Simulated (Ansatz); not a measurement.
The input, for Ansatz 0.2.0:

```yaml
crystal:
  periodic: [false, false, false]
  atoms:
    - {symbol: Zr, position_ang: [0.000000, 0.000000, 1.520100]}
    - {symbol: O, position_ang: [0.000000, 0.000000, -0.275900]}
    - {symbol: H, position_ang: [0.000000, 0.000000, -1.244200]}
basis:
  gaussian: {orbitals: def2-SVP}
total_charge: 1
magnetization: {spin_polarized: false, initial_magnetization: 2}
correlation: {method: ccsdt_q, electrons: outside_noble_gas}
```

```sh
$ ansatz run in.yaml --threads 2 --pin off --events-out ev --progress --plain --max-ram 15360MiB --backend cuda --devices 0, --max-vram 18GiB
```

**Question.** Roughly how long does this take on 2 threads of AMD EPYC 7R13 with a shared H100 80 GB, shared host, and how much host memory?

**Answer.** 11 s wall and 0.84 GiB.

```
868 factors; integrals over basis functions are off by at most 1.3e-7 eV
mean field evaluation 1: about -3300.0334 eV, gradient 7.6e1 eV
mean field evaluation 2: about -3300.1092 eV, gradient 7.5e1 eV
mean field evaluation 4: about -3311.2669 eV, gradient 4.6e0 eV
mean field evaluation 8: about -3311.4090 eV, gradient 3.8e-1 eV
mean field evaluation 16: about -3311.4148 eV, gradient 3.2e-6 eV
mean field evaluation 32: about -3310.7905 eV, gradient 4.5e-1 eV
mean field evaluation 64: about -3311.4148 eV, gradient 1.2e-4 eV
mean field evaluation 96: about -3311.4131 eV, gradient 7.8e-1 eV
mean field evaluation 128: about -3305.1286 eV, gradient 2.5e0 eV
mean field evaluation 160: about -3311.4148 eV, gradient 3.2e-6 eV
...
cycle   9  -6.67464207 eV  change    2.8e-4 eV  update   3.4e-4
cycle  10  -6.67494578 eV  change   -3.0e-4 eV  update   2.0e-4
cycle  11  -6.67459941 eV  change    3.5e-4 eV  update   9.7e-5
cycle  12  -6.67459834 eV  change    1.1e-6 eV  update   4.7e-5
cycle  13  -6.67463679 eV  change   -3.8e-5 eV  update   2.3e-5
cycle  14  -6.67463176 eV  change    5.0e-6 eV  update   1.1e-5
cycle  15  -6.67464064 eV  change   -8.9e-6 eV  update   5.5e-6
cycle  16  -6.67464539 eV  change   -4.7e-6 eV  update   2.5e-6
cycle  17  -6.67464338 eV  change    2.0e-6 eV  update   1.4e-6
cycle  18  -6.67464292 eV  change    4.6e-7 eV  update   8.4e-7
perturbative correction -0.01275392 eV, -0.0004686980 hartree
Total energy: -3318.10216133 eV, -121.9380053384 hartree
```
